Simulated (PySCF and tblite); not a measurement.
Results of a calculation; reference values are marked as such.
**Planar inversion: stationary points, barriers and rates**

System: C₃H₅N, numbered as in [H]/[N:4]=[CH:3]\[CH:2]=[CH2:1].

Motion: planar inversion at N4 (torsion C2–C3–N4–H from 0° to -180°). The path came from a restrained scan, a climbing-image band and a saddle search at GFN2-xTB; energies are PBE0/pcSseg-1 + D3(BJ)//B3LYP-D3(BJ)/def2-SVP, thermal terms GFN2-xTB. Rate constants are transition-state-theory values, counting equivalent paths, without tunnelling. Shieldings: GIAO at the same DFT level; methyl-like tops are averaged, other torsions stay as in the two minima; line shapes leave out couplings. Run with tblite and PySCF.

```tsv
point	symmetry	E(GFN2) kcal/mol	E(DFT) kcal/mol	ZPE change kcal/mol	lowest mode cm⁻¹	dipole D
start	Cs	0.0	0.0	0.00	127	2.66
saddle	Cs	22.7	27.3	-1.97	1136i	0.35
end	Cs	0.7	-0.7	-0.12	144	2.09
```

| Property | Result |
| --- | --- |
| Electronic barrier | 27.3 kcal/mol |
| Barrier with zero-point energy | 25.4 kcal/mol |
| ΔH‡ (298 K) | 25.5 kcal/mol |
| ΔS‡ (298 K, symmetry apart) | 0.4 cal/(mol K) |
| Paths | 1 equivalent path |
| End point | a different minimum |
| Mean lifetime of the start against this motion at 298 K | 6.9 days |
| Cost | 54 s on 1 thread of Arm Neoverse V1, on a host shared with other jobs (rough), peak memory 0.44 GiB, launched as `OMP_NUM_THREADS=1 python ens_run.py task.json out` |

```csv
T/K,ΔG‡ kcal/mol,k s⁻¹,ΔG kcal/mol,k back s⁻¹
298,25.3,1.7×10⁻⁶,-0.7,4.8×10⁻⁷
350,25.3,0.0011,-0.7,0.0004
400,25.3,0.13,-0.7,0.051
500,25.2,99,-0.7,48
```

ΔG and ΔG‡ leave out symmetry numbers and mirror images; rates count paths: 1 out, 1 back.

Sites that the motion interchanges:

```tsv
nucleus	site	ppm	scale
¹⁵N	N4 (start)	-101.2	shielding σ
¹⁵N	N4 (end)	-111.9	shielding σ
¹³C	C2 (start)	37.7	shielding σ
¹³C	C2 (end)	34.3	shielding σ
¹H	H on C2 (start)	25.25	shielding σ
¹H	H on C2 (end)	24.51	shielding σ
¹³C	C1 (start)	50.9	shielding σ
¹³C	C1 (end)	48.0	shielding σ
```

```csv
nucleus,sites,¹H MHz,spread Hz,coalescence K,k there s⁻¹
¹⁵N,N4 (start) / N4 (end),60,65,505,130
¹⁵N,N4 (start) / N4 (end),270,294,536,590
¹⁵N,N4 (start) / N4 (end),700,762,557,1530
¹³C,C2 (start) / C2 (end),60,51,500,101
¹³C,C2 (start) / C2 (end),270,230,531,460
¹³C,C2 (start) / C2 (end),700,597,552,1200
¹H,H on C2 (start) / H on C2 (end),60,44,498,88
¹H,H on C2 (start) / H on C2 (end),270,200,528,400
¹H,H on C2 (start) / H on C2 (end),700,518,548,1040
¹³C,C1 (start) / C1 (end),60,44,497,86
¹³C,C1 (start) / C1 (end),270,196,527,393
¹³C,C1 (start) / C1 (end),700,508,548,1010
```

In real samples N–H and O–H hydrogens exchange between molecules, which also interchanges these forms. Coalescence temperatures outside 150 to 500 K extrapolate the thermal terms and ignore freezing or boiling of a solvent.

Unscaled ¹⁵N shifts at such levels can be off by tens of ppm; differences are more reliable.
